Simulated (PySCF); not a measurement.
## Which determinant of C₂⁻ lies lowest?

Unrestricted PBE0; PySCF, no relativity, basis sets C def2-TZVPPD. Outer shells of the fragments: C 2s2 2p2; C− 2s2 2p3.

Followed along the bond (rough minima from three points):

```
2Ms+1  unpaired  ⟨S²⟩ at the start  R at minimum (Å)  Te (eV)
    2       σ ↑               0.76              1.26     0.00
    2       π ↑               0.75              1.30     0.30
```

Solutions found at the starting distance of 1.520 Å, counted from the lowest of them; the search is not exhaustive and high or unbound solutions are not listed, so other states can lie among these:

```csv
2Ms+1,unpaired,term,E (eV),⟨S²⟩,⟨Lz²⟩
2,π ↑,²Π,0.00,0.75,1.00
2,σ ↑,²Σ⁺,0.26,0.76,0.00
```

A term symbol is given only where ⟨S²⟩ and ⟨Lz²⟩ are close to those of a pure state; real π, δ and φ orbitals otherwise mix terms, and g/u labels are left off.

**Question.** Compare the gap between the two lowest followed solutions at the starting distance with the gap between their minima.

**Answer.** At PBE0 the second solution (doublet, unpaired electrons π ↑) lies -0.26 eV from the first (doublet, unpaired electrons σ ↑) at 1.520 Å and +0.30 eV at the minima; the two curves relax by different amounts, since their minima lie near 1.30 and 1.26 Å.
